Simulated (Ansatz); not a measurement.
Basis-set extrapolation for CH4SSi, SMILES `CS[SiH]` (PBE0-D4/def2-TZVP geometry, frozen core, the Gaussian-basis code of Ansatz). Multiplicity 1, RHF reference.

|  | def2-TZVPP | def2-QZVPP |
| --- | --- | --- |
| HF | -726.675124 | -726.696855 |
| MP2 correlation | -0.459188 | -0.494377 |
| CCSD(T) correlation | -0.526924 | not run |

Energies in hartree. Use E(X) = E(∞) + A·exp(−7.88·√X) for Hartree–Fock and E(X) = E(∞) + B·X^(−2.97) for correlation, with X = 3 and 4, and add CCSD(T) minus MP2 of the smaller set to the MP2 limit.

Problem. What is the CCSD(T) energy at the basis-set limit?

Solution. HF limit: -726.696855 + (-0.021731) × 0.13774 = -726.69985. MP2 limit: -0.494377 + (-0.035189) × 0.74074 = -0.52044. Higher-order term: -0.526924 − (-0.459188) = -0.06774. Total: -727.28803 hartree, 54.0 kcal/mol below CCSD(T)/def2-TZVPP.
